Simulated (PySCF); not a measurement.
**ECD: `C[C@@H](O)[C@@H](C)F`, C₄H₉FO**

Geometry:
```
atom   x (Å)   y (Å)   z (Å)
  C1   1.034  -0.931   0.974
  C2   0.634   0.447   0.464
  O3   1.807   1.101   0.036
  C4  -0.371   0.359  -0.695
  C5  -1.689  -0.300  -0.333
  F6  -0.629   1.665  -1.104
  H7   0.196  -1.426   1.452
  H8   1.398  -1.539   0.150
  H9   1.838  -0.816   1.695
 H10   0.164   1.024   1.278
 H11   1.556   1.923  -0.402
 H12   0.098  -0.127  -1.559
 H13  -2.101   0.154   0.566
 H14  -1.543  -1.362  -0.167
 H15  -2.397  -0.164  -1.146
```

Computed with PySCF, TDDFT wB97X-D/def2-SVPD circular dichroism and optical rotation, one conformer, gas phase. Geometry: GFN2-xTB.

The molecule is flexible and this is one conformer; a measurement averages over conformers.

Question: Assign R or S to each stereocentre.

Answer: C2 R, C4 R.

Question: List the lowest 8 singlet excitations with oscillator and rotatory strengths.

Answer: Rotatory strengths R in 10⁻⁴⁰ esu² cm², velocity form and length form (origin at the centre of mass); f in length form.
| state | E (eV) | λ (nm) | f | R (velocity) | R (length) | main |
| --- | --- | --- | --- | --- | --- | --- |
| 1 | 7.78 | 159 | 0.009 | +12.3 | +12.3 | HOMO→LUMO+1 0.51, HOMO→LUMO 0.41 |
| 2 | 8.58 | 144 | 0.022 | -3.9 | -4.4 | HOMO→LUMO+2 0.31, HOMO→LUMO 0.27 |
| 3 | 8.80 | 141 | 0.049 | +1.1 | +2.0 | HOMO→LUMO+3 0.39, HOMO→LUMO+2 0.30 |
| 4 | 9.15 | 135 | 0.031 | -1.4 | -1.7 | HOMO→LUMO+3 0.39, HOMO−1→LUMO 0.17 |
| 5 | 9.38 | 132 | 0.008 | -16.0 | -15.5 | HOMO−1→LUMO+1 0.36, HOMO−1→LUMO 0.33 |
| 6 | 9.74 | 127 | 0.003 | -6.9 | -7.4 | HOMO−2→LUMO 0.48, HOMO−2→LUMO+2 0.17 |
| 7 | 9.81 | 126 | 0.008 | +8.2 | +8.4 | HOMO−1→LUMO+1 0.22, HOMO−1→LUMO 0.19 |
| 8 | 9.86 | 126 | 0.007 | +13.7 | +11.9 | HOMO→LUMO+4 0.57 |

Among the states computed, the strongest CD band (largest |R|) is state 5. The largest dissymmetry factor in size, g = 4R/(D+G), with D and G the electric and magnetic dipole strengths, is -0.035 for state 6 (velocity form, f = 0.003), among bands with |R| over 0.5. The mirror image has the same energies and oscillator strengths and all R with the opposite sign.
